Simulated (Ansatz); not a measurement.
# C₂H₃B: functionals against CCSD(T) at one geometry

Aim: energy, forces and dipole at a structure displaced at random from a GFN2-xTB minimum, from CCSD(T) and from density functionals.

The runs use Ansatz 0.2.0, Gaussian basis; single points in def2-TZVPP.

Correlated methods freeze the cores.

## Step 1: The system as given

6 atoms, charge 0, spin multiplicity 1.

Atoms are counted from 1 here; the program's logs count them from 0.

Bond lengths: B1–C2 1.575 Å, B1–H4 1.227 Å, B1–H5 1.130 Å, C2–C3 1.128 Å, C3–H6 0.978 Å. Angles: C2–B1–H4 110.6°, C2–B1–H5 124.7°, H4–B1–H5 124.7°, B1–C2–C3 178.3°, C2–C3–H6 170.6°.

Coordinates:

```xyz
6
C2H3B
B    -0.79260    0.72150   -0.31470
C     0.38600   -0.21180    0.15430
C     1.20960   -0.89500    0.51090
H    -1.67310    0.06330   -0.86010
H    -0.82730    1.83980   -0.15970
H     1.80610   -1.56870    0.89370
```

## Step 2: CCSD(T)/def2-TZVPP

run/in.yaml

```yaml
crystal:
  periodic: [false, false, false]
  atoms:
    - {symbol: B, position_ang: [-0.792600, 0.721500, -0.314700]}
    - {symbol: C, position_ang: [0.386000, -0.211800, 0.154300]}
    - {symbol: C, position_ang: [1.209600, -0.895000, 0.510900]}
    - {symbol: H, position_ang: [-1.673100, 0.063300, -0.860100]}
    - {symbol: H, position_ang: [-0.827300, 1.839800, -0.159700]}
    - {symbol: H, position_ang: [1.806100, -1.568700, 0.893700]}
basis:
  gaussian: {orbitals: def2-TZVPP}
correlation: {method: ccsd_t}
output: {forces: true}
```

The command line of these runs was not kept.

## Step 3: PBE0-D4/def2-TZVPP

run/in.yaml, as its differences from that of step 2:

```diff
@@ -11,3 +11,3 @@
   gaussian: {orbitals: def2-TZVPP}
-correlation: {method: ccsd_t}
-output: {forces: true}
+hamiltonian: {xc: pbe0, dispersion: d4}
+output: {forces: true, orbitals: {seedname: orbitals}}
```

## Step 4: wB97M-V/def2-TZVPP

run/in.yaml, as its differences from that of step 3:

```diff
@@ -11,3 +11,3 @@
   gaussian: {orbitals: def2-TZVPP}
-hamiltonian: {xc: pbe0, dispersion: d4}
-output: {forces: true, orbitals: {seedname: orbitals}}
+hamiltonian: {xc: {name: wB97M-V}}
+output: {forces: true}
```

## Step 5: r2SCAN-D4/def2-TZVPP

run/in.yaml, as its differences from that of step 4:

```diff
@@ -11,3 +11,3 @@
   gaussian: {orbitals: def2-TZVPP}
-hamiltonian: {xc: {name: wB97M-V}}
+hamiltonian: {xc: r2scan, dispersion: d4}
 output: {forces: true}
```

## Step 6: PBE-D4/def2-TZVPP

run/in.yaml, as its differences from that of step 5:

```diff
@@ -11,3 +11,3 @@
   gaussian: {orbitals: def2-TZVPP}
-hamiltonian: {xc: r2scan, dispersion: d4}
+hamiltonian: {xc: pbe, dispersion: d4}
 output: {forces: true}
```

## Step 7: r2SCANh-D4/def2-TZVPP

run/in.yaml, as its differences from that of step 6:

```diff
@@ -11,3 +11,3 @@
   gaussian: {orbitals: def2-TZVPP}
-hamiltonian: {xc: pbe, dispersion: d4}
+hamiltonian: {xc: {name: r2SCANh}, dispersion: d4}
 output: {forces: true}
```

## Step 8: SPW92/def2-TZVPP

run/in.yaml, as its differences from that of step 7:

```diff
@@ -11,3 +11,3 @@
   gaussian: {orbitals: def2-TZVPP}
-hamiltonian: {xc: {name: r2SCANh}, dispersion: d4}
+hamiltonian: {xc: lda}
 output: {forces: true}
```

(Steps that only read results are left out.)

Q: Predict the outcome of this session. Wanted: energy less free atoms, CCSD(T)/def2-TZVPP; RMS force component; RMS force error; HOMO and LUMO, PBE0-D4; T1 diagnostic.

The runs gave:

| quantity | value |
| --- | --- |
| energy less free atoms, CCSD(T)/def2-TZVPP | -2308.9 kJ/mol |
| RMS force component | 3.384 to 3.809 eV/Å over the methods |
| RMS force error | PBE0-D4 0.346, wB97M-V 0.433, r2SCAN-D4 0.243, PBE-D4 0.162, r2SCANh-D4 0.331, SPW92 0.354 eV/Å |
| HOMO and LUMO, PBE0-D4 | -8.38 and -2.28 eV |
| T1 diagnostic | 0.012 |

In words: Against CCSD(T) the functionals' energies less atoms differ by -390.5 to -72.1 kJ/mol, PBE-D4 by -130.6 kJ/mol. The reference is not at the basis limit: in triple zeta CCSD(T) underbinds, which counts against methods that bind more; the gaps are no ranking. On forces the order runs from PBE-D4 to wB97M-V. Frozen-core CCSD(T) forces in triple zeta carry basis errors of their own, and this is one geometry, so small gaps rank nothing.
